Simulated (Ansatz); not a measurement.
[Br···H···H], doublet: transfer scan

Starting geometry:

```xyz
3

Br    0.0000    0.0000   -1.2869
H     0.0000    0.0000    0.1337
H     0.0000    0.0000    1.1531
```

From there H2 is moved from one fragment to the other while all else, the fragments' distance too, stays fixed; atoms are numbered as listed. Energies are in kJ/mol, counted from the starting geometry at the same level. Kohn–Sham curves are unrestricted where that lies lower.

Basis 6-31G (Cartesian d functions); Ansatz 0.2.0. Only valence electrons are correlated (noble-gas cores and the filled d shells of p-block atoms frozen). No spin–orbit coupling is included, and no scalar relativity.

In so small a basis the reference is far from its limit while semilocal and hybrid functionals are nearer theirs (RPA and double hybrids share much of the reference's basis error), so the functionals' errors here hold much of the reference's basis and frozen-core error, which can add to them or hide them.

Full CI is exact within this basis and frozen core; it isn't the basis-set limit.

```json
{"distance Br1-H2 (Å)": "1.321", "full CI": "38.1", "PBE": "45.3", "BLYP": "47.4", "r2SCAN": "42.3", "PBE0": "41.7", "B3LYP": "44.4", "r2SCANh": "41.4", "wB97M-V": "42.0", "B2PLYP": "40.7", "RPA-PBE": "41.8"}
{"distance Br1-H2 (Å)": "1.421", "full CI": "0.0", "PBE": "0.0", "BLYP": "0.0", "r2SCAN": "0.0", "PBE0": "0.0", "B3LYP": "0.0", "r2SCANh": "0.0", "wB97M-V": "0.0", "B2PLYP": "0.0", "RPA-PBE": "0.0"}
{"distance Br1-H2 (Å)": "1.460", "full CI": "-11.7", "PBE": "-13.1", "BLYP": "-14.0", "r2SCAN": "-11.9", "PBE0": "-12.1", "B3LYP": "-13.3", "r2SCANh": "-11.7", "wB97M-V": "-12.9", "B2PLYP": "-12.3", "RPA-PBE": "-13.2"}
{"distance Br1-H2 (Å)": "1.499", "full CI": "-22.6", "PBE": "-24.3", "BLYP": "-26.1", "r2SCAN": "-22.1", "PBE0": "-22.8", "B3LYP": "-25.0", "r2SCANh": "-21.7", "wB97M-V": "-24.6", "B2PLYP": "-23.4", "RPA-PBE": "-25.7"}
{"distance Br1-H2 (Å)": "1.538", "full CI": "-33.4", "PBE": "-33.9", "BLYP": "-36.7", "r2SCAN": "-30.9", "PBE0": "-32.4", "B3LYP": "-35.6", "r2SCANh": "-30.6", "wB97M-V": "-35.7", "B2PLYP": "-33.9", "RPA-PBE": "-37.7"}
{"distance Br1-H2 (Å)": "1.577", "full CI": "-43.8", "PBE": "-42.1", "BLYP": "-45.9", "r2SCAN": "-38.6", "PBE0": "-40.8", "B3LYP": "-45.1", "r2SCANh": "-38.5", "wB97M-V": "-46.1", "B2PLYP": "-43.7", "RPA-PBE": "-49.1"}
{"distance Br1-H2 (Å)": "1.617", "full CI": "-53.6", "PBE": "-48.5", "BLYP": "-53.3", "r2SCAN": "-44.9", "PBE0": "-48.0", "B3LYP": "-53.1", "r2SCANh": "-45.0", "wB97M-V": "-55.4", "B2PLYP": "-52.6", "RPA-PBE": "-59.8"}
{"distance Br1-H2 (Å)": "1.656", "full CI": "-61.6", "PBE": "-52.2", "BLYP": "-58.0", "r2SCAN": "-48.9", "PBE0": "-52.8", "B3LYP": "-58.8", "r2SCANh": "-49.4", "wB97M-V": "-62.5", "B2PLYP": "-59.4", "RPA-PBE": "-68.5"}
{"distance Br1-H2 (Å)": "1.695", "full CI": "-66.8", "PBE": "-52.5", "BLYP": "-59.4", "r2SCAN": "-49.9", "PBE0": "-54.5", "B3LYP": "-61.2", "r2SCANh": "-50.8", "wB97M-V": "-66.4", "B2PLYP": "-63.3", "RPA-PBE": "-74.1"}
```
